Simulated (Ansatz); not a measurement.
Two isomers of C4H7N: A = `C1=NCCC1`, B = `CC(C)C#N`.

Calculated with Ansatz (gas phase, PBE0-D4/def2-TZVP geometries, no zero-point term in ΔE). CCSD(T)/CBS is the MP2 limit (def2-TZVPP, def2-QZVPP) plus CCSD(T) − MP2 in def2-TZVPP, frozen cores. DFT in def2-TZVPP. B3LYP here is the variant with VWN-RPA as its local correlation; programs differ in this.

Problem. Which is lower in electronic energy at CCSD(T)/CBS, and by how much? (Estimate.)

Solution. The calculation gave: B, by 8.2 kcal/mol.

Problem. Give E(B) − E(A) in kcal/mol with HF/def2-TZVPP, MP2/def2-TZVPP, B3LYP-D4, PBE-D4, r2SCAN-D4, CCSD(T)/def2-SVP, PBE0-D4. (Estimate.)

Solution. The calculation gave: HF/def2-TZVPP -12.8, MP2/def2-TZVPP -11.0, B3LYP-D4 -8.1, PBE-D4 -3.7, r2SCAN-D4 -5.6, CCSD(T)/def2-SVP -10.3, PBE0-D4 -2.6. None reverses the order clearly.

Problem. Does the order hold for the free energy at 298.15 K (harmonic terms from PBE0-D4)? (Estimate.)

Solution. Computed: Yes: G(B) − G(A) = -10.9 kcal/mol.

Largest T1 diagnostic: 0.011.

From BLYP to BHLYP (50 % exact exchange), in def2-TZVPP and without D4, E(B) − E(A) moves by +2.9 kcal/mol. In def2-TZVPP, CCSD(T) changes the Hartree–Fock value by +3.6 kcal/mol (the triples alone add +0.4 kcal/mol) and MP2 by +1.8 kcal/mol.
